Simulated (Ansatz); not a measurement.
Input file:

```yaml
crystal:
  periodic: [false, false, false]
  atoms:
    - {symbol: Ge, position_ang: [-0.457415, 0.000000, 0.000000]}
    - {symbol: H, position_ang: [-0.968865, 1.446599, 0.000000]}
    - {symbol: H, position_ang: [-0.968865, -0.723300, 1.252792]}
    - {symbol: H, position_ang: [-0.968865, -0.723299, -1.252792]}
    - {symbol: H, position_ang: [0.969585, 0.000000, 0.000000]}
    - {symbol: N, position_ang: [2.511585, 0.000000, 0.000000]}
basis:
  gaussian: {orbitals: 6-31G}
magnetization: {spin_polarized: true, initial_magnetization: 3}
correlation: {method: bccd, electrons: outside_noble_gas}
```

```sh
$ ansatz run in.yaml --threads 1 --pin off --events-out ev --progress --plain --max-ram 2393MiB
```

Roughly how long does this take on 1 thread of Arm Neoverse V2, shared host, and how much host memory?

1.1 s wall and 0.21 GiB.

```
510 factors; integrals over basis functions are off by at most 5.4e-4 eV
mean field evaluation 1: about -58003.9991 eV, gradient 9.7e0 eV
mean field evaluation 2: about -58004.0310 eV, gradient 9.8e0 eV
mean field evaluation 4: about -58005.2724 eV, gradient 1.9e0 eV
mean field evaluation 8: about -58005.3156 eV, gradient 1.7e-1 eV
mean field evaluation 16: about -58004.0000 eV, gradient 9.7e0 eV
mean field -58005.31645068 eV, -2131.6560621468 hartree, gradient 7.9e-6 eV, S^2 3.761522; 0 other end points of the search recorded, 0 dependent functions left out
15 core orbitals not correlated: weight in the atoms' cores, before any rotation towards them, 0.997 or more for the frozen orbitals, at most 0.001 for the correlated occupied ones
reference -58005.31645068 eV, -2131.6560621468 hartree; 8, 5 occupied and 23, 26 virtual orbitals, 510 factors
second order -2.52434693 eV of doubles, -0.00000000 eV of singles
cycle   1  -3.09741869 eV  change   -5.7e-1 eV  update   6.1e-2
cycle   2  -3.36457883 eV  change   -2.7e-1 eV  update   2.5e-2
cycle   3  -3.37332740 eV  change   -8.7e-3 eV  update   7.3e-3
cycle   4  -3.37314394 eV  change    1.8e-4 eV  update   3.2e-3
cycle   5  -3.37359203 eV  change   -4.5e-4 eV  update   1.5e-3
cycle   6  -3.37331705 eV  change    2.7e-4 eV  update   4.6e-4
cycle   7  -3.37342190 eV  change   -1.0e-4 eV  update   1.5e-4
cycle   8  -3.37346308 eV  change   -4.1e-5 eV  update   6.4e-5
cycle   9  -3.37342200 eV  change    4.1e-5 eV  update   2.6e-5
cycle  10  -3.37343123 eV  change   -9.2e-6 eV  update   9.9e-6
Total energy: -58008.68988190 eV, -2131.7800334578 hartree
```
